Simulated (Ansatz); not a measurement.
We consider SnCl2 (Pnma, No. 62), described by PBEsol in Ansatz (plane waves, PAW).

Settings: plane-wave cutoff 500 eV, 6×10×4 k mesh (along the axes of the cell as run), gaussian smearing 0.02 eV, scalar-relativistic PAW data made under PBE.

Cell (relaxed at this level):

```yaml
crystal:
  lattice:
    - [7.68544, 0.00000, 0.00000]
    - [0.00000, 4.30878, 0.00000]
    - [0.00000, 0.00000, 9.27227]
  atoms:
    - { symbol: Sn, position: [0.76813, 0.75000, 0.57375] }
    - { symbol: Sn, position: [0.23187, 0.25000, 0.42625] }
    - { symbol: Sn, position: [0.73187, 0.25000, 0.07375] }
    - { symbol: Sn, position: [0.26813, 0.75000, 0.92625] }
    - { symbol: Cl, position: [0.51700, 0.25000, 0.84871] }
    - { symbol: Cl, position: [0.48300, 0.75000, 0.15129] }
    - { symbol: Cl, position: [0.98300, 0.75000, 0.34871] }
    - { symbol: Cl, position: [0.01700, 0.25000, 0.65129] }
    - { symbol: Cl, position: [0.14256, 0.25000, 0.08163] }
    - { symbol: Cl, position: [0.85744, 0.75000, 0.91837] }
    - { symbol: Cl, position: [0.35744, 0.75000, 0.58163] }
    - { symbol: Cl, position: [0.64256, 0.25000, 0.41837] }
```

Q: What does this level give for the band gap?

A: 
* **band gap**: 2.96 eV (on the SCF k mesh)

Spin–orbit coupling is not included.

Ansatz is an electronic-structure program.
